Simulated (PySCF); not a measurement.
Atom-mapped SMILES (the numbers label the heavy atoms): `[CH3:1][C:2]#[C:3][CH2:4][CH2:5][F:6]`; H(Xn) means a hydrogen on atom n.

- PBE0/pcSseg-1 with gauge-including orbitals
- GFN2-xTB structure
- code: PySCF
- gas phase, a single conformation, one averaged value for each set of equivalent atoms, no relativistic terms

Q: Predict the 2D correlation tables (HSQC, COSY, HMBC).

A: 

HSQC (one-bond C–H):
| δH | δC |
| --- | --- |
| 4.71 (H(C5)) | 85.6 (C5) |
| 2.75 (H(C4)) | 23.8 (C4) |
| 1.96 (H(C1)) | 4.6 (C1) |

COSY cross peaks (H two or three bonds apart, from the bond graph; peaks can be absent where the dihedral angle is near 90°):
| δH | δH |
| --- | --- |
| 4.71 (H(C5)) | 2.75 (H(C4)) |

HMBC (two and three bonds, from the bond graph):
| δH | δC |
| --- | --- |
| 4.71 (H(C5)) | 79.0 (C3), 23.8 (C4) |
| 2.75 (H(C4)) | 85.6 (C5), 85.2 (C2), 79.0 (C3) |
| 1.96 (H(C1)) | 85.2 (C2), 79.0 (C3) |

Chemical shifts δ = σref − σ; ¹H, ¹³C vs TMS, all at this level.

Shifts are as computed. Against solution values, carbons near 30 ppm lie about +3 ppm off and those near 130 ppm about +5 ppm. Of 1309 compounds with measured shifts, 239 miss one by over three times the rms of a fit or turn the order of signals round; such compounds aren't used in these exercises.
